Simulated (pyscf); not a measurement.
Single points on ωB97X-D3(BJ)/def2-SVP structures (PySCF, gas phase). MP2 and CC: frozen core, UHF for open shells. ΔMP2 is the change of the MP2 total energy from the triple- to the quadruple-zeta basis.

Estimate the classical barrier height and the reaction energy of F–SiH₂–F + NH₃ → HF + H₂N–SiH₂–F at CCSD(T)/def2-TZVPP + ΔMP2(QZVPP). The step runs on the singlet surface, breaks F–Si, H–N and forms F–H, N–Si; take the separated reactants as zero.

ΔE‡ = 106.2 kJ/mol, ΔE = +78.2 kJ/mol. Zero-point energy shifts the barrier by +0.1 kJ/mol. It is a four-centre exchange, with an imaginary mode of 751i cm⁻¹. On the reactant side the descent ends in an adduct with a N–Si contact, 5.3 kJ/mol over the separated species and 84.8 kJ/mol under the saddle at ωB97X-D3(BJ)/def2-TZVP. On the product side the descent ends in a bound adduct, 36.1 kJ/mol under the separated species and 48.7 kJ/mol under the saddle at ωB97X-D3(BJ)/def2-TZVP. What is counted as formed (N–Si) is already present as a longer contact in the reactant adduct; forming that adduct is a step of its own. At ωB97X-D3(BJ) the barrier from the zero used here is 90.1 kJ/mol. One saddle was located; it need not be the lowest between these sides. The CCSD(T) − MP2 part came from Ansatz, without density fitting, on the same reference.
